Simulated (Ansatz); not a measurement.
The same path of H$_{4}$SSi$_{2}$ (7 atoms, charge 0, multiplicity 1) was run twice with different band settings. Lost on the way: Si2–H6. Made: Si1–H6.

Theory: RKS PBE-D4/def2-SVP (Ansatz).

Relaxed end points:

```xyz
7
Properties=species:S:1:pos:R:3
Si -0.873 1.040 -1.068
Si 0.070 -0.141 0.560
S 1.438 -1.746 0.141
H -1.304 0.106 -2.176
H -2.106 1.695 -0.482
H 0.499 0.523 1.842
H 2.276 -1.477 1.183
```

```xyz
7
Properties=species:S:1:pos:R:3
Si -0.721 0.899 -0.271
Si 0.257 -0.535 1.414
S 1.367 -1.613 -0.081
H -0.310 0.629 -1.698
H -2.226 0.786 -0.177
H -0.373 2.332 0.063
H 2.006 -2.497 0.749
```

Common settings: movable images 5; climbing image yes; optimiser quadratic models (default); start path through a guess of the saddle point; force threshold 0.05 eV/Å; iteration limit 60; end points relaxed.

| run | spring |
| --- | --- |
| 1 | 5.0 eV/Å² |
| 2 | 2.0 to 10.0 eV/Å², energy-weighted |

Task: What does each run give, and how far can it be trusted?

Result: Run 1: converged after 11 iterations, highest image 0.576 eV above the first end. A vibrational analysis at the climbing image gives one clearly imaginary mode, 596i cm⁻¹: a first-order saddle point.
Run 2: converged after 10 iterations, highest image 0.576 eV above the first end. Another band between the same ends (5 images) ends at a top of the same energy, where a vibrational analysis finds 1 clearly imaginary mode.
The orbitals stay closed-shell, which can raise the energy where a bond breaks towards radicals; this wasn't checked here.
